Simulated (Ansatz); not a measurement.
# FH: the cost of one run

Program: the Python package of Ansatz 0.2.0. Level of theory: PBE0+D4/cc-pVDZ. These are calculated values, not measurements.

## Step 1: The system

Bond lengths: F1–H2 0.986 Å.

The script holds or builds the structure itself.

## Step 2: Script

freq_fh.py

```python
import itertools

import ansatz
from ase.data import atomic_numbers, covalent_radii
import numpy as np


def main() -> None:
    geometry_ang = [
        ('F', (0.4928, 0.0, 0.0)),
        ('H', (-0.4928, 0.0, 0.0)),
    ]
    geometry = ansatz.Crystal.molecule()
    for symbol, xyz in geometry_ang:
        geometry = geometry.atom(symbol, xyz)

    calculation = (
        geometry.calculation()
        .basis(gaussian='cc-pVDZ')
        .functional('pbe0', dispersion='d4')
        .charge(1)
        .spin('collinear', total=1)
    )
    symbols = [site.symbol for site in geometry.cartesian_sites]
    start = np.array([site.position_ang for site in geometry.cartesian_sites], dtype=float)
    data = calculation.relax(force_tolerance=0.003).run(threads=1).report
    end = np.array(data['positions_ang'])

    radius = [covalent_radii[atomic_numbers[s]] for s in symbols]
    span = lambda where, i, j: np.linalg.norm(where[i] - where[j])
    bonded = [(i, j) for i, j in itertools.combinations(range(len(symbols)), 2) if min(span(start, i, j), span(end, i, j)) < 1.2 * (radius[i] + radius[j])]
    print('pair        before    after (A)')
    for i, j in bonded:
        print(f'{symbols[i]}{i}-{symbols[j]}{j}'.ljust(10), f'{span(start, i, j):8.4f} {span(end, i, j):8.4f}')

    minimum = ansatz.Crystal.molecule()
    for symbol, place in zip(symbols, end):
        minimum = minimum.atom(symbol, place.tolist())
    vibrating = (
        minimum.calculation()
        .basis(gaussian='cc-pVDZ')
        .functional('pbe0', dispersion='d4')
        .charge(1)
        .spin('collinear', total=1)
        .phonons(temperatures=(298.15, 498.15, 100))
    )
    vib = vibrating.run(threads=1).report['vibrations']
    sums = vib['harmonic_sums']
    modes = [m['omega_inv_cm'] for m in sums['modes_at_gamma'] if m['rigid_motion'] == 'no']
    print('frequencies (1/cm):', ' '.join(f'{w:.0f}' for w in modes))
    print('imaginary modes:', sum(w < 0 for w in modes), ' zero-point energy:', round(sums['zero_point_energy_ev'], 4), 'eV')

    heavier = vibrating.phonons(masses={'H': 2.014102}).run(threads=1).report['vibrations']['harmonic_sums']
    print('deuterated (1/cm):', ' '.join(f'{m["omega_inv_cm"]:.0f}' for m in heavier['modes_at_gamma'] if m['rigid_motion'] == 'no'))
    print('zero-point energy falls by', round(sums['zero_point_energy_ev'] - heavier['zero_point_energy_ev'], 4), 'eV')


if __name__ == '__main__':
    main()
```

## Step 3: What the engine is handed

The package turns the script's settings into the engine's input (first run):

```yaml
crystal:
  periodic: [false, false, false]
  atoms:
    - { symbol: F, position_ang: [0.4928, 0.0, 0.0] }
    - { symbol: H, position_ang: [-0.4928, 0.0, 0.0] }
basis:
  gaussian:
    orbitals: cc-pVDZ
hamiltonian:
  xc: pbe0
  dispersion: d4
magnetization:
  spin_polarized: true
  initial_magnetization: 1.0
total_charge: 1.0
relax:
  f_tol: 0.003
```

## Step 4: The run

Launch:

```
python freq_fh.py
```

Q: Estimate wall time and peak memory on 1 thread of Arm Neoverse V1, shared host.

About 6.6 s, with a peak of 0.16 GiB.
